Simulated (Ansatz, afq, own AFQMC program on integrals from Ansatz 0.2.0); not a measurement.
**Atomization energy of GeH2, singlet**

```csv
atom,x (Å),y (Å),z (Å)
Ge,0.0000,-0.0303,0.0000
H,0.0000,1.0906,-1.1335
H,0.0000,1.0906,1.1335
```

Atoms in their ground-state spins without spin–orbit coupling (mostly on UHF) minus the molecule (RHF), without zero-point energy. The geometry is a stationary point, not shown to be a minimum.

Basis cc-pVDZ. Only valence electrons are correlated. AFQMC by an in-house program on the Cholesky factors that Ansatz 0.2.0 writes for its CCSD(T) run. ph-AFQMC/CISD is guided by a CISD state made of CCSD amplitudes; releasing the constraint for a short imaginary time cuts its bias at the price of noise, slowly where states lie close. Uncertainties: one standard error, sampling alone. No spin–orbit coupling. The errors of all members are added in quadrature.

Full CI on the same integrals is exact in this basis and with this determinant's frozen core.

The best estimate is CCSD(T) at the basis-set limit (CBS: def2-TZVPP and def2-QZVPP, with their diffuse functions for anions and beside diffuse sets, CCSD(T) itself extrapolated) plus the step from CCSD(T) to full CI in cc-pVDZ. Rows without CBS are in cc-pVDZ, the functionals in def2-TZVP; B2PLYP and the wave-function rows carry a basis error of their own. Core correlation and relativity beyond core potentials are missing, and ± holds the sampling alone.

Cautions: inner d shell frozen; no relativity below Rb; no spin-orbit coupling; GeH₂ (singlet): restricted determinant unstable towards unrestricted (UHF 27 meV lower, ⟨S²⟩ 0.23).

```json
{"level": "PBE0", "atomization energy (kJ/mol)": "573.3"}
{"level": "B3LYP", "atomization energy (kJ/mol)": "596.8"}
{"level": "PBE", "atomization energy (kJ/mol)": "579.8"}
```

(1) From these cheaper values, estimate the atomization energy at the level of the best estimate.

(1) 593.2 kJ/mol (best estimate, highest rung FCI).

| level | atomization energy (kJ/mol) | error against the best estimate (kJ/mol) |
| --- | --- | --- |
| HF | 402.7 | -190.5 |
| MP2 | 517.0 | -76.1 |
| CCSD | 543.9 | -49.2 |
| CCSD(T) | 547.3 | -45.9 |
| CCSDT | 547.9 | -45.2 |
| CCSDT(Q) | 548.1 | -45.1 |
| ph-AFQMC/CISD | 548.1 ± 0.1 | -45.1 ± 0.1 |
| released AFQMC | 548.2 ± 0.1 | -45.0 ± 0.1 |
| FCI | 548.1 | -45.1 |
| HF/CBS | 408.9 | -184.2 |
| MP2/CBS | 564.4 | -28.8 |
| CCSD(T)/CBS | 592.4 | -0.8 |
| r2SCAN | 584.9 | -8.2 |
| wB97M-V | 593.3 | 0.2 |
| B2PLYP | 579.0 | -14.1 |

Correlation beyond CCSD(T) adds 0.8 kJ/mol. Going to the basis-set limit adds 45.1 kJ/mol at CCSD(T). The perturbative (T) step is worth +3.4 kJ/mol.

Best estimates are given only where the step beyond CCSD(T) is under 0.3 eV and no member's determinant is very poor (T1 over 0.05, or 0.07 for open shells, ⟨S²⟩ too high by 0.3, two states mixed), so the hardest cases are missing from such tables.

The functionals ran in a triple-zeta set and keep a basis error of their own, a few kJ/mol for each bond in atomization energies and more for double hybrids, so close places among them and the extrapolated levels can swap.

CCSDT and higher add their correlation energy to the determinant of the CCSD(T) run, since their own runs factorise the integrals more tightly (a shift of under 2 meV). Each member of a difference takes its own highest rung, so a best estimate needn't equal the limit plus the step of one row. A walk keeps the symmetry of its determinant, which the program's search chose and which needn't be the lowest solution, so a lower state of the same spin and another symmetry isn't excluded. Released energies are given only where the last usable release times agree within the noise; a slower fall can still hide under it.
